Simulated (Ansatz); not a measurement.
Results of LC-ωPBE (plane waves, PAW; Ansatz, a quantum-chemistry and plane-wave program) for rock-salt SnTe (cubic form, which distorts at low temperature).

Numerical settings: plane-wave cutoff 520 eV, 8×8×8 k mesh, scalar-relativistic PAW data made under PBE.

Computed at the level's own relaxed cell.

Q: Estimate the elastic constant C12, Poisson ratio, Voigt–Reuss–Hill bulk modulus, Young modulus, elastic constant C11 and elastic constant C44 that the calculation returns.

A: 
- elastic constant C12 = 4.30 GPa
- Poisson ratio = 0.226
- Voigt–Reuss–Hill bulk modulus = 50.0 GPa
- Young modulus = 82.0 GPa
- elastic constant C11 = 141 GPa
- elastic constant C44 = 19.8 GPa

Measured, for comparison: elastic constant C12 2.1 GPa, elastic constant C11 109 GPa, elastic constant C44 9.69 GPa (temperature not stated, no zero-point or thermal correction; as tabulated in Oses et al. (2018), arXiv:1811.08464). Computed (rounded) less measured: elastic constant C12 +105 %, elastic constant C11 +29 %, elastic constant C44 +104 %.

Note: symmetry holds this phase in the static calculation, where it need not be a minimum.

Elastic constants are with the ions relaxed.

Spin–orbit coupling is not included.

Computed values are for the static lattice.

The result took roughly 80 core-minutes.
